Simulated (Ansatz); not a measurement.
Al (fcc): energy against volume

All numbers below come from DFT, PBE, plane waves (420 eV) with PAW, scalar-relativistic in Ansatz.

The cell is scaled uniformly from the relaxed one, with fractional coordinates and shape fixed. Energies are extrapolated to zero smearing, pressures are those at the given smearing. Magnetic state: spin not included.

A Birch-Murnaghan fit gives V₀ = 16.49 Å³/atom, B₀ = 78 GPa, B₀′ = 4.5.

Q: What are the energy above the minimum and the pressure at 14.506 Å³/atom?

A: 73.4 meV/atom and 13.38 GPa as computed.

Q: What are the energy above the minimum and the pressure at 15.825 Å³/atom?

A: 7.1 meV/atom and 3.58 GPa as computed.

Q: What are the energy above the minimum and the pressure at 17.143 Å³/atom?

A: 5.8 meV/atom and -2.72 GPa as computed.
